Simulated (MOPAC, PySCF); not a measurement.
Ligands exchanged one at a time, Al F-Cl. All species are isolated molecules in the gas phase. Strings in code marks are SMILES.

Quantity: redistribution energy (mixed species minus the weighted end members), in kcal/mol. Semi-empirical values (MOPAC) are differences of heats of formation.

Level 1: BP86/6-31G* // ωB97X-D3(BJ)/def2-TZVP (PySCF)
Level 2: PBE/6-31G* // ωB97X-D3(BJ)/def2-TZVP (PySCF)
Level 3: PM3 // ωB97X-D3(BJ)/def2-TZVP (MOPAC)
Level 4: PM7 // ωB97X-D3(BJ)/def2-TZVP (MOPAC)

```csv
species,level 1,level 2,level 3,level 4
1 of 3 F replaced by Cl: `[F][Al]([F])[Cl]`,-1.12,-1.23,0.60,1.63
2 of 3 F replaced by Cl: `[F][Al]([Cl])[Cl]`,-1.14,-1.25,0.73,2.07
```
